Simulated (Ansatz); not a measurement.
The input, for Ansatz 0.2.0:

```yaml
crystal:
  periodic: [false, false, false]
  atoms:
    - {symbol: B, position_ang: [0.000000, -0.238444, 0.741561]}
    - {symbol: O, position_ang: [0.000000, 0.160716, -0.530327]}
    - {symbol: H, position_ang: [0.000000, 0.558957, 1.639208]}
    - {symbol: H, position_ang: [0.000000, -0.552553, -1.174989]}
basis:
  gaussian: {orbitals: cc-pVDZ}
total_charge: 1
magnetization: {spin_polarized: true, initial_magnetization: 0}
hamiltonian: {xc: {name: r2SCAN}}
correlation: {method: ccsdt, electrons: valence}
scf: {lower_state_search: off}
```

```sh
$ ansatz run in.yaml --threads 1 --pin off --events-out ev --progress --plain --max-ram 2393MiB
```

(1) Roughly how long does this take on 1 thread of AMD EPYC 7B13, shared host, and how much host memory?

```
these checks for a lower state are left out or cut short: stability, starts, cluster_reference, orbital_swaps, neighbouring_geometries, increment
672 factors; integrals over basis functions are off by at most 1.9e-7 eV
mean field evaluation 1: about -2729.4148 eV, gradient 6.5e1 eV
mean field evaluation 2: about -2729.4104 eV, gradient 6.5e1 eV
mean field evaluation 4: about -2742.3085 eV, gradient 2.0e1 eV
mean field evaluation 8: about -2744.9013 eV, gradient 1.2e-1 eV
mean field evaluation 16: about -2744.9014 eV, gradient 4.9e-6 eV
mean field -2744.90136528 eV, -100.8732646130 hartree, gradient 4.9e-6 eV, S^2 0.000000; 0 other end points of the search recorded, 0 dependent functions left out
2 core orbitals not correlated: weight in the atoms' cores, before any rotation towards them, 1.000 or more for the frozen orbitals, at most 0.000 for the correlated occupied ones
reference -2731.55372236 eV, -100.3827477831 hartree; 5, 5 occupied and 31, 31 virtual orbitals, 672 factors
second order -7.49809206 eV of doubles, -0.25075402 eV of singles
cycle   1  -7.29476261 eV  change    4.4e-1 eV  update   1.3e-1
cycle   2  -7.74413898 eV  change   -4.5e-1 eV  update   9.5e-2
cycle   3  -7.95840818 eV  change   -2.1e-1 eV  update   1.7e-2
cycle   4  -7.97271151 eV  change   -1.4e-2 eV  update   7.8e-3
cycle   5  -7.96224401 eV  change    1.0e-2 eV  update   4.5e-3
cycle   6  -7.96265764 eV  change   -4.1e-4 eV  update   1.7e-3
cycle   7  -7.96398456 eV  change   -1.3e-3 eV  update   4.2e-4
cycle   8  -7.96417232 eV  change   -1.9e-4 eV  update   2.0e-4
cycle   9  -7.96406945 eV  change    1.0e-4 eV  update   7.0e-5
cycle  10  -7.96409608 eV  change   -2.7e-5 eV  update   2.8e-5
cycle  11  -7.96407078 eV  change    2.5e-5 eV  update   1.5e-5
cycle  12  -7.96406708 eV  change    3.7e-6 eV  update   6.7e-6
cycle  13  -7.96407177 eV  change   -4.7e-6 eV  update   2.5e-6
cycle  14  -7.96407261 eV  change   -8.4e-7 eV  update   1.0e-6
Total energy: -2739.51779497 eV, -100.6754220532 hartree
Checks for a lower state left out: stability, starts, cluster_reference, orbital_swaps, neighbouring_geometries, increment
```

## Answers

(1) 4.9 s wall and 0.19 GiB.
